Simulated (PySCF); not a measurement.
**Dipole moment and polarisability of `C#CCC(F)F`**

Species: C4H4F2.
Cartesian coordinates in Å at the PBE0-D3(BJ)/def2-SVP level; atoms count from 1:
```
atom  x, y, z in Å
C1     2.2223    0.2949   -0.6480
C2     1.1941   -0.0361   -0.1033
C3    -0.0485   -0.4317    0.5401
C4    -1.2826    0.1486   -0.1232
F5    -2.3784   -0.3172    0.5164
F6    -1.2816    1.4921   -0.0208
H7     3.1370    0.5897   -1.1284
H8    -0.0624   -0.1082    1.5942
H9    -0.1491   -1.5292    0.5363
H10   -1.3580   -0.1190   -1.1918
```

Level: CAM-B3LYP/def2-SVPD (PySCF), static field, nuclei fixed, core orbitals frozen in the response. The polarisability tensor in these axes (au):

```
x   60.52  4.32 -8.13
y    4.32 41.65 -2.74
z   -8.13 -2.74 43.48
```

Give the principal values, the mean and the anisotropy Δα = √{½[(α1 − α2)² + (α2 − α3)² + (α1 − α3)²]}.

Principal values 39.45, 41.32 and 64.86 au; mean 48.55 au = 7.19 Å³ = 8.00 × 10⁻⁴⁰ C²·m²/J; Δα = 24.53 au (51 % of the mean).

What is the dipole moment, and where does it point?

(1.30, -1.27, -0.57) D, 1.91 D in size, pointing from the negative to the positive side. Measured along this direction, the outermost atoms are F6 at the negative end and H7 at the positive end.

Find the Langevin capture rate constant for NO+ (29.998 u) meeting this molecule (90.028 u), k = 2.342 × 10⁻⁹ cm³/s × √(α in Å³ / reduced mass in u).

The reduced mass is 22.50 u, so k = 1.32 × 10⁻⁹ cm³/s. The formula leaves out the permanent dipole, which adds to the capture rate.

Refractivity n − 1 of an ideal gas of it at 350 K and 1 atm, from the electronic α?

N = p/kT = 2.0968 × 10¹⁹ cm⁻³, so n − 1 = 2π × N × 7.19 × 10⁻²⁴ cm³ = 948 × 10⁻⁶ at long wavelengths, for an ideal gas.

How large is μ²/3kT at 273 K beside α?

In Gaussian units μ²/3kT = 32.13 Å³ against 7.19 Å³, a ratio of 4.47; the Debye molar polarisation (4π/3)N_A(α + μ²/3kT) is 99.2 cm³/mol, leaving out the vibrational part.

Directions of the eigenvectors, and the extent of the frame along each?

Largest value along (0.90, 0.21, -0.37), where the nuclei span 5.79 Å; middle along (-0.39, 0.75, -0.53), 3.01 Å; least along (0.17, 0.63, 0.76), 2.34 Å. The response follows the extents in order.

Estimate the molar refractivity from the static electronic polarisability.

Lorentz–Lorenz: R = (4π/3)N_A α = 2.5225 cm³/(mol·Å³) × 7.19 Å³ = 18.1 cm³/mol, in the limit of long wavelengths.

The structure is a single PBE0-D3(BJ)/def2-SVP conformer in the gas phase; no vibrational or solvent corrections.
